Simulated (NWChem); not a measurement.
System: NH, triplet; SMILES [NH]

Input file for NWChem:

```
start job
memory heap 200 mb stack 900 mb global 1100 mb
geometry units angstroms noautoz
  N      0.000000     0.000000    -0.139521
  H      0.000000     0.000000     0.907234
end
basis spherical
  * library def2-tzvp
end
dft
  odft
  mult 3
  xc b3lyp
  iterations 150
  mulliken
end
task dft energy
```

Coordinates come from a PBE0/def2-SVP, spin-unrestricted optimisation. No stability test was run on the SCF state.

Give the results of this calculation. (B3LYP/def2-TZVP, spin-unrestricted.) Quantities: energy (Ha); highest occupied level (eV); lowest empty minus highest occupied level, either spin (eV); dipole (D); <S²>.


| Item | Value |
|---|---|
| energy (Ha) | -55.24 |
| highest occupied level (eV) | -9.29 |
| lowest empty minus highest occupied level, either spin (eV) | 6.16 |
| dipole (D) | 1.59 |
| <S²> | 2.01 |
